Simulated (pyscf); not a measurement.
Optimised with ωB97X-D3(BJ)/def2-SVP in PySCF. MP2 and CC: frozen core, UHF for open shells. ΔMP2 is the change of the MP2 total energy from the triple- to the quadruple-zeta basis.

Task: How much does it cost (ΔH, 298 K, CCSD(T)/def2-TZVPP + ΔMP2(QZVPP)) to split `[CH3][SnH2][OH]` at its C–Sn bond into CH₃• + HO–SnH₂•?

Result: C–Sn to CH₃• + HO–SnH₂•: 70.9 kcal/mol. Other isomers of HO–SnH₂• were not searched in full and may lie lower. The CCSD(T) − MP2 part came from Ansatz, without density fitting, on the same reference. The frozen core leaves the outer d or s,p core shells of the metals and heavy elements correlated in the MP2 and CC values, and def2-TZVPP describes them poorly, which can shift differences by a few kcal/mol. Elements past Kr carry the def2 core potentials, without spin-orbit coupling.
